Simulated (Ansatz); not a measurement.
```yaml
crystal:
  periodic: [false, false, false]
  atoms:
    - {symbol: O, position_ang: [-0.168332, 1.823734, 0.294294]}
    - {symbol: C, position_ang: [0.637733, 0.641153, 0.271186]}
    - {symbol: O, position_ang: [1.777545, 0.882809, 1.060064]}
    - {symbol: N, position_ang: [0.245594, -0.631836, 0.006612]}
    - {symbol: P, position_ang: [-0.928312, -0.933318, -0.500832]}
    - {symbol: H, position_ang: [-0.531382, 1.223024, -0.520569]}
    - {symbol: H, position_ang: [2.170360, 0.053217, 1.275688]}
    - {symbol: H, position_ang: [-0.740085, -1.813179, -1.681567]}
    - {symbol: H, position_ang: [-1.610753, -1.611060, 0.135346]}
basis:
  gaussian: {orbitals: cc-pVTZ}
magnetization: {spin_polarized: true, initial_magnetization: 0}
hamiltonian: {xc: {name: HF}}
correlation: {method: mp2, frozen_orbitals: {O: 9}}
scf: {lower_state_search: off}
output: {forces: true}
```

```sh
$ ansatz run in.yaml --threads 2 --pin off --events-out ev --progress --plain --max-ram 4352MiB
```

Output, abridged:

```
Functional definition: HF
Error: "frozen_orbitals" has no count for C
```

**Question.** What is wrong with this run?

**Answer.** Frozen orbitals are typed for one element alone, and the program wants a count for each. The program refused the input.
